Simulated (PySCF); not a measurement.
**Exact simulation of a proton spin system**

Molecule: E-2,4-pentadienenitrile (SMILES C=C/C=C/C#N).

Molfile (atoms numbered from 1):
```
C5H5N
     RDKit          3D

 11 10  0  0  0  0  0  0  0  0999 V2000
   -2.0358    0.8798    0.2121 C   0  0  0  0  0  0  0  0  0  0  0  0
   -1.0811    0.0002   -0.1255 C   0  0  0  0  0  0  0  0  0  0  0  0
    0.2940    0.1057    0.3121 C   0  0  0  0  0  0  0  0  0  0  0  0
    1.2534   -0.7841   -0.0204 C   0  0  0  0  0  0  0  0  0  0  0  0
    2.5998   -0.6675    0.4221 C   0  0  0  0  0  0  0  0  0  0  0  0
    3.7022   -0.5866    0.7767 N   0  0  0  0  0  0  0  0  0  0  0  0
   -1.8181    1.7433    0.8482 H   0  0  0  0  0  0  0  0  0  0  0  0
   -3.0645    0.7648   -0.1363 H   0  0  0  0  0  0  0  0  0  0  0  0
   -1.3307   -0.8539   -0.7652 H   0  0  0  0  0  0  0  0  0  0  0  0
    0.5572    0.9585    0.9474 H   0  0  0  0  0  0  0  0  0  0  0  0
    1.0216   -1.6458   -0.6552 H   0  0  0  0  0  0  0  0  0  0  0  0
  1  2  2  0
  2  3  1  0
  3  4  2  0
  4  5  1  0
  5  6  3  0
  1  7  1  0
  1  8  1  0
  2  9  1  0
  3 10  1  0
  4 11  1  0
M  END
```

[PySCF 2.14: J couplings at B3LYP/pcJ-1 (spin–dipole term only in couplings to heteroatoms); geometry from PBE0-D3(BJ)/def2-SVP; shielding tensors at PBE/pcSseg-2 (GIAO); relativity neglected; in vacuum; one conformer]

References, each an isolated molecule treated in the same way: TMS for 1H (σref 31.18).

Shifts (ppm): H7 5.81, H8 5.71, H9 6.74, H10 7.10, H11 5.41.
Couplings (Hz): H7–H8: 0.9; H7–H9: 18.3; H7–H10: -1.1; H7–H11: 1.1; H8–H9: 11.5; H8–H10: -1.3; H8–H11: 1.2; H9–H10: 12.3; H9–H11: -0.9; H10–H11: 17.4.

The 5-spin Hamiltonian (Zeeman plus full scalar coupling among like nuclei) was diagonalised exactly; lines are Lorentzian, 0.7 Hz wide, and the maxima above 3 % are listed with the tallest set to 100.

Problem. Give the 1H peak list of this spin system at 100 MHz.

Solution. 
```tsv
Hz	ppm	height
726.8	7.268	21
725.9	7.259	26
714.8	7.147	33
713.8	7.138	48
709.6	7.096	37
697.5	6.975	100
694.4	6.944	31
693.6	6.936	37
683.6	6.836	50
682.4	6.824	14
676.9	6.769	45
671.5	6.715	21
666.0	6.660	46
665.5	6.655	48
653.9	6.539	29
653.4	6.534	31
589.5	5.895	57
588.8	5.888	71
588.0	5.880	77
577.6	5.776	37
576.8	5.768	58
575.6	5.756	92
574.7	5.747	37
572.1	5.721	54
571.5	5.715	52
570.4	5.704	41
566.7	5.667	28
565.6	5.656	75
564.6	5.646	48
563.6	5.636	28
549.0	5.490	100
534.1	5.341	26
533.4	5.334	30
532.1	5.321	69
531.1	5.311	33
530.6	5.306	28
```

Problem. And at 500 MHz?

Solution. 
Hz from δ = 0 (height): 3566.3 (32), 3565.2 (53), 3564.0 (32), 3554.0 (36), 3552.9 (61), 3551.7 (37), 3548.9 (34), 3547.8 (56), 3546.6 (33), 3536.6 (38), 3535.5 (63), 3534.3 (38), 3391.5 (34), 3390.7 (33), 3380.0 (40), 3379.2 (63), 3378.4 (35), 3373.2 (36), 3372.4 (36), 3367.7 (31), 3366.9 (31), 3361.7 (43), 3360.9 (68), 3360.1 (38), 3349.5 (33), 3348.6 (33), 2915.5 (43), 2914.5 (98), 2913.5 (100), 2912.5 (44), 2897.2 (39), 2896.2 (91), 2895.2 (93), 2894.2 (40), 2862.3 (41), 2861.2 (88), 2860.2 (87), 2859.0 (40), 2850.9 (39), 2849.7 (84), 2848.7 (84), 2847.6 (39), 2715.2 (42), 2714.1 (91), 2713.1 (91), 2712.1 (41), 2697.8 (41), 2696.7 (87), 2695.7 (87), 2694.7 (40)

Problem. Among coupled protons with different shifts, which pair is furthest from first order, and how does the field change that?

Solution. H9 and H10: Δν/J is about 2.9 at 100 MHz (strongly coupled) and 14.6 at 500 MHz (close to first order). J in Hz doesn't depend on the field, while Δν in Hz grows in proportion to it.

Unscaled 3J(H,H) at this level run about 10 % above measured values.
